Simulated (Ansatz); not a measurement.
**CH₅ClSi: up Jacob's ladder to CCSD(T)**

Aim: compute CH₅ClSi with functionals from several rungs and with coupled cluster. The yardstick is the atomisation energy at the CCSD(T) limit.

Computed with Ansatz 0.2.0, Gaussian basis. Level: functionals in def2-TZVPP, the program's frozen cores in correlated methods.

Plan: LDA (SPW92), PBE-D4, revPBE-D4, BLYP-D4, r2SCAN-D4, B97M-V, PBE0-D4, B3LYP-D4, r2SCANh-D4, r2SCAN0-D4, HSE06-D4, BHLYP-D4, CAM-B3LYP-D4, LC-ωPBE, ωB97X-V, ωB97M-V, B2PLYP, PBE-QIDH; CCSD(T)/def2-SVP; CCSD(T)/def2-TZVPP; CCSD(T)/def2-QZVPP; extrapolation to the limit; RPA on PBE.

### 1 The geometry

The geometry comes from an earlier relaxation with PBE0-D4 in a triple-zeta def2 set; it is a stationary point, not always the lowest conformer.

SMILES `C[SiH2]Cl`, 8 atoms, charge 0, spin multiplicity 1.

Atoms are counted from 1 here; the program's logs count them from 0.

Bond lengths: C1–Si2 1.857 Å, C1–H4 1.094 Å, C1–H5 1.092 Å, C1–H6 1.092 Å, Si2–Cl3 2.062 Å, Si2–H7 1.483 Å, Si2–H8 1.483 Å. Angles: Si2–C1–H4 110.0°, Si2–C1–H5 110.8°, Si2–C1–H6 110.8°, H4–C1–H5 108.4°, H4–C1–H6 108.4°, H5–C1–H6 108.5°, C1–Si2–Cl3 109.6°, C1–Si2–H7 111.5°, C1–Si2–H8 111.6°, Cl3–Si2–H7 107.2°, Cl3–Si2–H8 107.2°, H7–Si2–H8 109.5°.

### 2 LDA

This LDA is Slater exchange with PW92 correlation.

Contents of in.yaml:

```yaml
crystal:
  periodic: [false, false, false]
  atoms:
    - {symbol: C, position_ang: [-0.612048, 0.785387, -0.172981]}
    - {symbol: Si, position_ang: [0.439656, -0.728789, 0.049345]}
    - {symbol: Cl, position_ang: [1.888048, -0.363915, 1.471107]}
    - {symbol: H, position_ang: [-1.381260, 0.598876, -0.927632]}
    - {symbol: H, position_ang: [-0.006517, 1.632718, -0.500579]}
    - {symbol: H, position_ang: [-1.105778, 1.054797, 0.762754]}
    - {symbol: H, position_ang: [1.139105, -1.095528, -1.206346]}
    - {symbol: H, position_ang: [-0.361217, -1.883555, 0.524323]}
basis:
  gaussian: {orbitals: def2-TZVPP}
hamiltonian: {xc: lda}
output: {orbitals: {seedname: orbitals}}
```

Run with:

```bash
> ansatz run in.yaml --threads 2 --pin off --events-out ev --progress --plain --max-ram 32768MiB --backend cpu
```

Further steps of the session: PBE-D4 (GGA); revPBE-D4 (GGA); BLYP-D4 (GGA); r2SCAN-D4 (meta-GGA); B97M-V (meta-GGA); B3LYP-D4 (hybrid); r2SCANh-D4 (hybrid); r2SCAN0-D4 (hybrid); HSE06-D4 (hybrid); BHLYP-D4 (hybrid); CAM-B3LYP-D4 (range-separated); LC-ωPBE (range-separated); ωB97X-V (range-separated); ωB97M-V (range-separated); B2PLYP (double hybrid); PBE-QIDH (double hybrid); CCSD(T) in def2-SVP; CCSD(T) in def2-TZVPP; CCSD(T) in def2-QZVPP; RPA on PBE orbitals.

**Question.** What will the summary of the whole plan be? Wanted: atomisation energy, CCSD(T)/CBS; farthest beyond LDA; mean size of error, GGA; mean size of error, meta-GGA; mean size of error, hybrid; mean size of error, range-separated; mean size of error, double hybrid; gap, smallest and largest; T1 diagnostic.

As calculated:

```
                               quantity                                                                  value
        atomisation energy, CCSD(T)/CBS                                                          2707.2 kJ/mol
 functionals within 13.5 kJ/mol (0.5 %)  PBE-D4, r2SCAN-D4, B97M-V, r2SCANh-D4, CAM-B3LYP-D4, ωB97X-V, ωB97M-V
                    farthest beyond LDA                                               revPBE-D4 (-50.1 kJ/mol)
                mean size of error, GGA                                                            32.5 kJ/mol
           mean size of error, meta-GGA                                                             6.1 kJ/mol
             mean size of error, hybrid                                                            20.0 kJ/mol
    mean size of error, range-separated                                                            11.5 kJ/mol
      mean size of error, double hybrid                                                            29.6 kJ/mol
              gap, smallest and largest                              6.76 eV (LDA (SPW92)), 14.19 eV (LC-ωPBE)
                          T1 diagnostic                                                                 0.0087
triples share of the correlation energy                                                                  3.6 %
```

What this shows: LDA overbinds by 289.2 kJ/mol (11 %). PBE-D4 misses by -5.2 kJ/mol. Double hybrids carry the basis error of their MP2 part in triple zeta, and no dispersion term here, so their miss is partly the set-up's. The rungs meta-GGA, range-separated miss on average by less than the doubt on the reference (13.5 kJ/mol), so they tie. The reference freezes the cores and leaves out relativity and excitations past (T), so misses under about 13.5 kJ/mol can't be ranked. Hartree-Fock recovers 77 % of the binding; the rest is correlation. CCSD(T) in def2-SVP is off by -165.1 kJ/mol, worse than the median functional, from the basis alone. Orbital gaps span 6.8 to 14.2 eV; exact exchange widens them.
